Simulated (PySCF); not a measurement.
Carbon: a sound run and one with changed settings

Sound run: C [He] 2s2 2p2, C⁺ [He] 2s2 2p1. All numbers are calculated (PySCF 2.14, no relativity, point nucleus, in pcseg-2 (4s3p2d1f, 30 functions)). The sound run starts from symmetry-adapted Hartree-Fock orbitals and uses a fine grid where one is needed.

A second run was set up differently.

```json
{"species": "C", "method": "UHF", "sound run (hartree)": "-37.68907", "changed run (hartree)": "-37.68685", "converged": "no"}
{"species": "C", "method": "M06-L", "sound run (hartree)": "-37.84567", "changed run (hartree)": "-37.66558", "converged": "no"}
{"species": "C", "method": "TPSS", "sound run (hartree)": "-37.86326", "changed run (hartree)": "-37.66936", "converged": "no"}
{"species": "C⁺", "method": "UHF", "sound run (hartree)": "-37.29263", "changed run (hartree)": "-37.29178", "converged": "no"}
{"species": "C⁺", "method": "M06-L", "sound run (hartree)": "-37.42646", "changed run (hartree)": "-37.42451", "converged": "no"}
{"species": "C⁺", "method": "TPSS", "sound run (hartree)": "-37.44163", "changed run (hartree)": "-37.43930", "converged": "no"}
```

**Question.** What was changed?
A. all electrons correlated in a valence basis
B. level shift left on
C. too few SCF iterations
D. minimal basis

**Answer.** C. It used initial guess 1e, at most 2 SCF cycles. The SCF was stopped early; the energies are upper bounds that still move, and correlated levels were skipped or rest on poor orbitals.
